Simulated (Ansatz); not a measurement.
Below is the output of a Python script on Ansatz's Python interface that makes a geometry optimisation of C5H8F (charge +1), SMILES C=C(F)[CH+]CC. Write a script that gives it. Level of theory: r2SCAN, 6-31G* basis, multiplicity 1, D4 dispersion.

```yaml
atoms:
  - { symbol: C, position_ang: [2.4817, -0.8108, 0.2712] }
  - { symbol: C, position_ang: [1.4070, -0.0200, 0.2697] }
  - { symbol: F, position_ang: [1.3568, 1.0015, 1.1505] }
  - { symbol: C, position_ang: [0.2888, -0.1912, -0.6113] }
  - { symbol: C, position_ang: [-0.8963, 0.7162, -0.5362] }
  - { symbol: C, position_ang: [-2.0076, 0.1160, 0.3101] }
  - { symbol: H, position_ang: [2.5828, -1.6486, -0.4084] }
  - { symbol: H, position_ang: [3.2894, -0.6215, 0.9695] }
  - { symbol: H, position_ang: [0.2732, -1.0252, -1.3038] }
  - { symbol: H, position_ang: [-1.2699, 0.8864, -1.5525] }
  - { symbol: H, position_ang: [-0.6175, 1.6984, -0.1381] }
  - { symbol: H, position_ang: [-1.6800, -0.0375, 1.3439] }
  - { symbol: H, position_ang: [-2.8736, 0.7855, 0.3264] }
  - { symbol: H, position_ang: [-2.3347, -0.8494, -0.0910] }
```

Output of `python c5h8f_opt.py`:
```text
step   1  E = -8018.559053 eV  largest force component 1.9874 eV/A
step   2  E = -8018.695978 eV  largest force component 1.0159 eV/A
step   3  E = -8018.734439 eV  largest force component 0.3597 eV/A
step   4  E = -8018.738330 eV  largest force component 0.2821 eV/A
step   5  E = -8018.744705 eV  largest force component 0.0642 eV/A
step   6  E = -8018.745223 eV  largest force component 0.0607 eV/A
step   7  E = -8018.746043 eV  largest force component 0.0363 eV/A
step   8  E = -8018.746518 eV  largest force component 0.0267 eV/A
step   9  E = -8018.746621 eV  largest force component 0.0217 eV/A
step  10  E = -8018.746680 eV  largest force component 0.0099 eV/A
E = -8018.746687 eV = -294.6835055 Ha
converged: True  doubts: none
pair        before    after (A)
C0-C1        1.3343   1.3645
C0-H6        1.0835   1.0866
C0-H7        1.0844   1.0884
C1-F2        1.3497   1.3299
C1-C3        1.4338   1.4093
C3-C4        1.4945   1.4429
C3-H8        1.0841   1.0915
C4-C5        1.5203   1.5941
C4-H9        1.0961   1.0940
C4-H10       1.0959   1.0938
C5-H11       1.0953   1.0924
C5-H12       1.0947   1.0958
C5-H13       1.0954   1.0928
dipole (D): 0.657 -2.355 -2.016, length 3.169
atom  Mulliken   Lowdin
C       -0.346   -0.015
C        0.473   -0.106
F       -0.234    0.111
C       -0.074    0.083
C       -0.426   -0.229
C       -0.555   -0.276
H        0.283    0.189
H        0.301    0.197
H        0.282    0.192
H        0.272    0.184
H        0.273    0.181
H        0.240    0.154
H        0.274    0.180
H        0.238    0.155
```

One script that gives this output:

`c5h8f_opt.py`
```python
import itertools

import ansatz as az
from ase.data import atomic_numbers, covalent_radii
import numpy as np

geometry_ang = [
    ("C", (2.4817, -0.8108, 0.2712)),
    ("C", (1.407, -0.02, 0.2697)),
    ("F", (1.3568, 1.0015, 1.1505)),
    ("C", (0.2888, -0.1912, -0.6113)),
    ("C", (-0.8963, 0.7162, -0.5362)),
    ("C", (-2.0076, 0.116, 0.3101)),
    ("H", (2.5828, -1.6486, -0.4084)),
    ("H", (3.2894, -0.6215, 0.9695)),
    ("H", (0.2732, -1.0252, -1.3038)),
    ("H", (-1.2699, 0.8864, -1.5525)),
    ("H", (-0.6175, 1.6984, -0.1381)),
    ("H", (-1.68, -0.0375, 1.3439)),
    ("H", (-2.8736, 0.7855, 0.3264)),
    ("H", (-2.3347, -0.8494, -0.091)),
]
geometry = az.Crystal.molecule()
for symbol, xyz in geometry_ang:
    geometry = geometry.atom(symbol, xyz)

job = (
    geometry.calculation()
    .basis(gaussian="6-31G*")
    .functional("r2scan", dispersion="d4")
    .charge(1)
)
symbols = [site.symbol for site in geometry.cartesian_sites]
start = np.array([site.position_ang for site in geometry.cartesian_sites], dtype=float)
def progress(event):
    if event["event"] == "relax_step":
        row = event["data"]
        print(f"step {row['step']:3d}  E = {row['lagrangian_ev']:.6f} eV  largest force component {row['allowed_force_max_ev_ang']:.4f} eV/A")


summary = job.relax(force_tolerance=0.01, max_steps=100).session().plan().execute(on_event=progress).report
end = np.array(summary["positions_ang"])

print(f"E = {summary['free_energy_ev']:.6f} eV = {summary['free_energy_ev'] / 27.211386246:.7f} Ha")
print("converged:", summary["converged"], " doubts:", summary["published_state_doubts"] or "none")

radius = [covalent_radii[atomic_numbers[s]] for s in symbols]
span = lambda where, i, j: np.linalg.norm(where[i] - where[j])
bonded = [(i, j) for i, j in itertools.combinations(range(len(symbols)), 2) if min(span(start, i, j), span(end, i, j)) < 1.2 * (radius[i] + radius[j])]
print("pair        before    after (A)")
for i, j in bonded:
    print(f"{symbols[i]}{i}-{symbols[j]}{j}".ljust(10), f"{span(start, i, j):8.4f} {span(end, i, j):8.4f}")

charges = summary["charge_distribution"]
dipole = np.array(charges["dipole_moment_e_ang"]) * 4.803205
print("dipole (D): {:.3f} {:.3f} {:.3f}, length {:.3f}".format(*dipole, np.linalg.norm(dipole)))
print("atom  Mulliken   Lowdin")
for symbol, m, l in zip(symbols, charges["mulliken_charges_e"], charges["lowdin_charges_e"]):
    print(f"{symbol:4s} {m:9.3f} {l:8.3f}")
```

Total energies depend on the basis set; only differences at equal settings carry meaning. The end point is the stationary point reached from this start; no frequency run checks that it is a minimum, and the basis set is modest. The Löwdin charges here are taken after orthogonalising the functions within each atom; they differ from plain Löwdin charges, and their signs can be unphysical. An ion's dipole depends on the origin; the program takes it about the centre of nuclear charge. Finished in 76 s on 1 thread of Arm Neoverse V2 (shared host), peak memory 0.24 GiB.
